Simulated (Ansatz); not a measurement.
System: zinc-blende AlN (metastable phase). Method: r²SCAN (PAW; Ansatz, a first-principles code).

The same calculation (at the measured cell, 10.503 Å³/atom) with different numerical settings:

```tsv
run	k mesh	gap on the mesh (eV)	total energy (eV/atom)	rough time
1	4×4×4	3.912	-464.2031	under 3 core-s
2	6×6×6	3.933	-464.2185	under 3 core-s
3	8×8×8	3.935	-464.2192	under 3 core-s
4	12×12×12	3.935	-464.2192	under 3 core-s
5	16×16×16	3.935	-464.2192	5 core-s
6	20×20×20	3.935	-464.2192	8 core-s
```

In the column total energy (eV/atom) the first row differs from the last by +0.0161 and the next to last by 0.0000.

The last row is no converged limit: other settings stay fixed.
